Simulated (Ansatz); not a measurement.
Results of r²SCAN in Ansatz (PAW) for rhombohedral A7 Sb.

Output (set-up and result lines):

```
Crystal: 2 atoms, lattice volume = 60.409 Å³
Basis set: ecut = 560 eV, 1839 PW (Γ), exchange–correlation on 108×108×108 points (27 copies of the dense FFT grid, shifted against one another)
Bands: 19, of which v1, the nominal top of the filled ones, is band 15 counted from 1 (14 counted from 0)
Symmetry: 12 space group operations
Space group: R-3m (ITA 166), of the structure as read, at distance tolerance 3.9e-5 Å
k-points: 417 of 4096
Functional: x = r2scan, c = r2scan; τ floored in thin density (d = 2e-4 eV/Å³)
SCF iter   1: F=—  HF=-12998.223645 eV  |F-HF|=—  |Δ(HF+E_count)|=         —  Δρ=5.27e-3  dr2=9.50e-3  dr2_τ=1.46e-3
SCF iter   2: F=—  HF=-12998.236478 eV  |F-HF|=—  |Δ(HF+E_count)|=   1.28e-2  Δρ=3.08e-3  dr2=3.66e-3  dr2_τ=4.88e-5
  ...
SCF iter   8: F=—  HF=-12998.237379 eV  |F-HF|=—  |Δ(HF+E_count)|=   8.90e-9  Δρ=6.21e-7  dr2=2.57e-10  dr2_τ=8.55e-12
SCF iter   9: F=-12998.237379 eV  HF=-12998.237379 eV  |F-HF|=0.00e0  |Δ(HF+E_count)|=  2.84e-10  Δρ=2.07e-7  dr2=5.05e-11  dr2_τ=2.61e-13
SCF 1 converged in 9 iterations: F = -12998.237379 eV  dr2 = 5.05e-11
SCF converged after 9 iterations
Free energy (F): -12998.237379 eV
Internal energy: -12998.235865 eV  (E = F + TS)
E sigma→0 (E₀):  -12998.236622 eV
Fermi energy:    10.095469 eV
--- Forces (eV/Å), atoms counted from 1 ---
  atom   1  Sb    -0.00000000    -0.00000000     0.12300938
  atom   2  Sb    -0.00000000     0.00000000    -0.12300938
--- Stress (GPa, compression-positive) ---
        1.360876      -0.000000       0.000000
       -0.000000       1.360876       0.000000
        0.000000       0.000000       0.970393
  P = ⅓ Tr σ = 1.2307 GPa (12.307 kbar)
```

Problem. Write an input file that could have produced this run (the log leaves some choices open).

Solution. This is not unique; one that fits is 
Ansatz 0.2 input:
```yaml
crystal:
  lattice:
    - [2.1542000434, -1.2437279749, -3.757867]
    - [-2.1542000434, -1.2437279749, -3.757867]
    - [0.0, 2.4874559499, -3.757867]
  atoms:
    - { symbol: Sb, position: [0.2349219143, 0.2349219143, 0.2349219143] }
    - { symbol: Sb, position: [0.7650780857, 0.7650780857, 0.7650780857] }
basis:
  ecutwfc: 560
  ecutrho_ratio: 4
  xc_grid: 3
kpoints:
  mp_grid: { grid: [16, 16, 16] }
hamiltonian:
  xc: r2scan
  dispersion: none
  pseudopotentials: { kind: paw }
scf:
  occupations: { method: fermi_dirac, width: 0.05 }
  convergence: { dr2_threshold: 0.0000000002 }
output:
  forces: true
  stress: true
  eigenvalues: true
```

The PAW data were made under PBE.

Note: cell and atoms aren't relaxed at this level (largest force component 0.12 eV/Å, pressure 1.2 GPa).

Ansatz is an electronic-structure program.
